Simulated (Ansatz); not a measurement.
Mulliken charges of C$_{3}$H$_{4}$FNO (`N#CC(F)CO`) from r2SCAN/def2-TZVPP in Ansatz (PBE0-D4/def2-TZVP geometry).

```
atom   x (Å)   y (Å)   z (Å)  charge (e)
  N1  -0.736  -2.680   0.730      -0.033
  C2  -0.191  -1.737   0.363      -0.238
  C3   0.473  -0.506  -0.061       0.333
  F4   0.747  -0.571  -1.413      -0.219
  C5  -0.396   0.714   0.204       0.132
  O6   0.283   1.889  -0.128      -0.349
  H7   1.427  -0.406   0.465       0.060
  H8  -1.337   0.600  -0.349       0.059
  H9  -0.630   0.756   1.269       0.047
 H10   0.443   1.890  -1.077       0.208
```

**Question.** By hand: the dipole of these point charges (1 e Å = 4.8032 D).

**Answer.** Σ q r = (-0.018, 0.333, 0.093) e Å, of length 0.346 e Å = 1.66 D.

**Question.** How does the dipole of the full density compare? (An estimate is asked.)

**Answer.** The calculation gave: (0.153, 0.488, -0.107) e Å, 2.51 D; the point charges give 0.66 times that, at 34° from its direction.

Point charges leave out the atoms' own dipoles, such as those of lone pairs, and Mulliken's split depends on the basis, so the two needn't agree.
